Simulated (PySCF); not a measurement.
**Assignment exercise: C5H12O**

Bonds (- single, = double, # triple, : aromatic): C1-C2, C2-C3, C3-O4, O4-C5, C5-C6. C1 carries H7, H8, H9; C2 carries H10, H11; C3 carries H12, H13; C5 carries H14, H15; C6 carries H16, H17, H18.

PySCF 2.14.0 with density-fitted response routines calculation with geometry from PBE0-D3(BJ)/def2-TZVP and σ from GIAO-B97-2/pcSseg-2; no relativistic terms, no solvent, one conformer, equivalent nuclei averaged.

Chemical shifts δ = σref − σ; TMS for 13C, 1H, all at this level.

Q: Assign these signals to the numbered atoms. 13C{1H} NMR (computed): δ 79.5 (CH2), 71.9 (CH2), 28.2 (CH2), 18.2 (CH3), 12.5 (CH3).

A: 
```tsv
δ (ppm)	atoms	environment	reason
79.5	C3	sp3 CH2 bonded to O	deshielded by the electronegative neighbour
71.9	C5	sp3 CH2 bonded to O	–
28.2	C2	sp3 CH2	aliphatic region, no heteroatom directly attached
18.2	C6	methyl carbon	a saturated carbon with 1 carbon neighbour and no heteroatom attached
12.5	C1	methyl carbon	–
```

Q: Assign these signals to the numbered atoms. 1H NMR (600 MHz, computed): δ 3.41 (q, 2H), 3.27 (t, 2H), 1.69 (m, 2H), 1.21 (t, 3H), 0.91 (t, 3H).

A: 
| δ (ppm) | atoms | environment | reason |
| --- | --- | --- | --- |
| 3.41 | H14/H15 | hydrogen on an sp3 CH2 bonded to O | its carbon carries O, an electronegative neighbour |
| 3.27 | H12/H13 | hydrogen on an sp3 CH2 bonded to O | – |
| 1.69 | H10/H11 | hydrogen on an sp3 CH2 | – |
| 1.21 | H16/H17/H18 | hydrogen on a methyl carbon | – |
| 0.91 | H7/H8/H9 | hydrogen on a methyl carbon | far from electronegative atoms and π systems |

Shifts are as computed. Against solution values, carbons near 30 ppm lie about +3 ppm off and those near 130 ppm about +7 ppm. Of 1309 compounds with measured shifts, 239 miss one by over three times the rms of a fit or turn the order of signals round; such compounds aren't used in these exercises. No couplings were computed; multiplicities are counted from neighbouring protons, with m where these are inequivalent, close in shift, in a saturated or five-membered ring or joined by F or P, and br s for small geminal =CH2 splittings.
